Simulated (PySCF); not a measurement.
SiO (singlet state).
Atom-mapped SMILES: `[O:1]=[Si:2]`

Cartesian coordinates in Å at the PBE0-D3(BJ)/def2-SVP level; atoms count from 1:
```
atom  x, y, z in Å
O1     0.758   -0.024    0.057
Si2   -0.765   -0.016    0.047
```

Method used: PBE0-D3(BJ)/def2-SVP geometry optimisation, gas phase (PySCF).

Masses are those of the commonest isotopes; rigid-rotor values at the optimised geometry. 

(1) What are the moment of inertia and the rotational constant?

(2) List the first levels of a rigid rotor in a Σ state.

(3) Where do the first rotational lines fall?

## Answers

(1) I = 23.616 u·Å², B = 505379 MHz·u·Å²/I = 21400 MHz (0.7138 cm⁻¹, or 1.027 K as hB/k). For two atoms I = μr² with μ = 10.1767 u and r = 1.5233 Å.

(2) E(J) = BJ(J+1): J = 1: 1.428, J = 2: 4.283, J = 3: 8.566, J = 4: 14.276, J = 5: 21.415, J = 6: 29.981 cm⁻¹.

(3) The dipole is 2.70 D; J+1 ← J lies at 2B(J+1): 1 ← 0 at 42.80 GHz, 2 ← 1 at 85.60 GHz, 3 ← 2 at 128.40 GHz, 4 ← 3 at 171.20 GHz, 5 ← 4 at 214.00 GHz, 6 ← 5 at 256.80 GHz.

PBE0-D3(BJ)/def2-SVP frequencies: not computed here. Constants of a rigid frame at the computed geometry: no zero-point averaging, no centrifugal distortion.

The run took 1.6 s wall on one thread, Arm Neoverse N1 (aarch64), shared host with 32 logical CPUs at a one-minute load of 20, and the process peaked at 0.24 GiB of memory. That covers the optimisation of the geometry.
